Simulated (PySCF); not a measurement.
CHO, SMILES [CH]=O, multiplicity 2.

The structure is a stationary point at PBE0-D3(BJ)/def2-TZVPD. The isomer is the one that the SMILES or the coordinates give; other isomers of the formula were not compared.

Level of theory: TDA-B3LYP/def2-TZVPD (PySCF).

Vertical excitations. Gas-phase values at a fixed geometry.

List the lowest excited states. (Estimate from the structure and the level; the computed values follow.)


```csv
state,energy (eV),λ (nm),f,main pairs
root 1,2.30,540,0.002,α HOMO→LUMO 99 %
root 2,5.27,235,0.041,α HOMO→LUMO+1 99 %
root 3,6.36,195,0.028,"α HOMO→LUMO+2 33 %, α HOMO−1→LUMO 11 %, α HOMO→LUMO+3 6 %, β HOMO→LUMO 48 %"
root 4,6.44,192,0.021,"α HOMO→LUMO+2 61 %, α HOMO→LUMO+3 11 %, β HOMO→LUMO 17 %"
root 5,6.84,181,0.006,"α HOMO→LUMO+4 31 %, α HOMO−2→LUMO 10 %, β HOMO→LUMO+1 33 %, β HOMO−1→LUMO 23 %"
root 6,6.93,179,0.015,"α HOMO→LUMO+3 80 %, β HOMO→LUMO 8 %"
root 7,7.11,174,0.000,"α HOMO→LUMO+4 68 %, β HOMO→LUMO+1 16 %, β HOMO−1→LUMO 11 %"
root 8,7.18,173,0.002,"α HOMO−1→LUMO 29 %, β HOMO−1→LUMO+1 53 %, β HOMO→LUMO 13 %"
root 9,7.36,168,0.000,"β HOMO−1→LUMO 59 %, β HOMO→LUMO+1 39 %"
root 10,7.91,157,0.011,α HOMO→LUMO+5 96 %
```
Unrestricted roots are not spin-pure.
